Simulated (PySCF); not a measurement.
Compound: C₅H₁₁F.
Atom-mapped SMILES: `[CH3:1][CH2:2][CH2:3][C@@H:4]([CH3:5])[F:6]` (hydrogens: H7, H8, H9 on C1; H10, H11 on C2; H12, H13 on C3; H14 on C4; H15, H16, H17 on C5)

Structure optimised with GFN2-xTB, isolated species.

Q: Give the optimised bond lengths and angles.

A: 
```tsv
bond	length (pm)
C1–C2	152.3
C2–C3	152.8
C3–C4	152.6
C4–C5	152.1
C4–F6	138.7
C1–H7, C1–H8, C1–H9	108.8
C2–H10	109.2
C2–H11	109.3
C3–H12	109.1
C3–H13	109.2
C4–H14	109.9
C5–H15, C5–H16, C5–H17	108.7
```

Bonds in one row agree within 1 pm and their mean is given. A selection of angles:
```tsv
angle	degrees
C2–C1–H7	110.5
C2–C1–H8	110.6
H7–C1–H8	108.4
C1–C2–C3	111.7
C1–C2–H10	109.6
C1–C2–H11	109.5
C3–C2–H10	108.9
C3–C2–H11	109.2
H10–C2–H11	107.8
C2–C3–C4	112.1
C2–C3–H12	109.9
C2–C3–H13	109.5
C4–C3–H12	108.2
C4–C3–H13	108.8
H12–C3–H13	108.3
C3–C4–C5	113.1
C3–C4–F6	108.8
C3–C4–H14	110.4
C5–C4–F6	108.3
C5–C4–H14	110.7
F6–C4–H14	105.2
C4–C5–H15	109.9
H15–C5–H16	109.1
```

Dihedral angles: C1–C2–C3–C4 180° (antiperiplanar); C2–C3–C4–C5 178° (antiperiplanar).

Of the pairs four or more bonds apart, F6···H10 is among the closest relative to their van der Waals radii: 2.57 Å, 96 % of the sum of Bondi's values.

Point group: C1 (no symmetry element, even within 0.4 Å). Stationary, but not proved a minimum. The numbers are those of one conformer.

All values are computed, not measured.
